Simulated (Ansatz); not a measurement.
# CHO2: the cost of one run

Computed with Ansatz 0.2.0 (the levels named in each step, unless a step's input says otherwise).

## (1) Starting point

Bond lengths: O1–C2 1.230 Å, C2–O3 1.230 Å, C2–H4 1.190 Å. Angles: O1–C2–O3 131.6°, O1–C2–H4 114.2°, O3–C2–H4 114.2°.

Coordinates:

```xyz
4

O    -1.0749   -0.3644    0.0002
C    -0.0575    0.3266   -0.0003
O     1.1347    0.0248    0.0002
H    -0.2639    1.4986   -0.0018
```

## (2) A rough first relaxation, PBE-D4/def2-SVPD

This run stands in another session on the same molecule. It ended at:

```xyz
4

O    -1.0966   -0.3733    0.0010
C    -0.0612    0.3473   -0.0004
O     1.1581    0.0238    0.0011
H    -0.2620    1.4877   -0.0034
```

## (3) Relaxation, PBE0-D4/def2-TZVPPD

This run stands in another session on the same molecule. It ended at:

```xyz
4

O    -1.0846   -0.3619    0.0007
C    -0.0614    0.3483   -0.0004
O     1.1430    0.0305    0.0008
H    -0.2587    1.4686   -0.0029
```

## (4) Frequencies, PBE0-D4/def2-TZVPPD

File input.yaml:

```yaml
crystal:
  periodic: [false, false, false]
  atoms:
    - { symbol: O, position_ang: [-1.08463184, -0.36186422, 0.00074367] }
    - { symbol: C, position_ang: [-0.06135224, 0.34833834, -0.00038331] }
    - { symbol: O, position_ang: [1.14299088, 0.0304619, 0.00079412] }
    - { symbol: H, position_ang: [-0.25865681, 1.46863398, -0.00289448] }
total_charge: -1
basis:
  gaussian: { orbitals: def2-TZVPPD.json }
hamiltonian:
  xc: pbe0
  dispersion: d4
phonons: {}
```

Command:

```
> ansatz run input.yaml --threads 2 --pin off --max-ram 5120MiB --backend cpu --events-out ev --progress --plain --runs-dir out
```

Q: Estimate wall time and peak memory on 2 threads of Intel Xeon at 2.50GHz (Skylake/Cascade Lake), shared host.

About 18 s, with a peak of 0.2 GiB.
